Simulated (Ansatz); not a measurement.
## How well does each level of theory give the band gap of cubic perovskite BaTiO₃ (cubic high-temperature phase)?

Reference value: 3.2 eV (measured, temperature not stated, no zero-point or thermal correction; as tabulated in Matsushita et al. (2011), arXiv:1104.2769).

```tsv
level (code)	value (eV)	cell (Å³/atom)	difference (eV)
LDA+SOC (Ansatz)	1.71 (indirect)	12.81	-1.49
PBE (Ansatz)	1.81	12.81	-1.39
PBE-D3(BJ) (Ansatz)	1.83	12.72	-1.37
r²SCAN-D4 (Ansatz)	2.19	12.67	-1.01
HSE06 (Ansatz)	3.21	12.81	+0.01
PBE0 (Ansatz)	3.95	12.81	+0.75
Hartree–Fock (Ansatz)	11.95	12.81	+8.75
```

Of the ranked levels HSE06 (+0.01 eV) comes nearest. Among them Hartree–Fock (+8.75 eV) misses by most. Of the ranked levels only HSE06 lands within 0.5 eV.

Density-functional gaps are differences of (generalised) Kohn–Sham levels of a static lattice; semilocal ones lie below quasiparticle gaps as a rule. Measured gaps hold zero-point and thermal shifts unless a correction is named. Spin–orbit coupling is included only where a level's name says +SOC; with heavier elements it mostly lowers gaps and can invert bands.  PBE-D3(BJ), r²SCAN-D4: the gap is read on the k mesh or supercell of the run alone and can be too large. PBE-D3(BJ), r²SCAN-D4: the relaxation could not lower the start's symmetry, so the cell can be a saddle point above a distorted one. Values are at the measured cell; PBE-D3(BJ) at the level's own equilibrium cell; r²SCAN-D4 at the level's own equilibrium cell. Cutoffs and k meshes differ between the levels. Ansatz's density-functional and Hartree–Fock values are scalar-relativistic unless marked +SOC, with PAW data made under PBE.

Differences are worked out from the printed values.

Ansatz is a program for electronic structure.
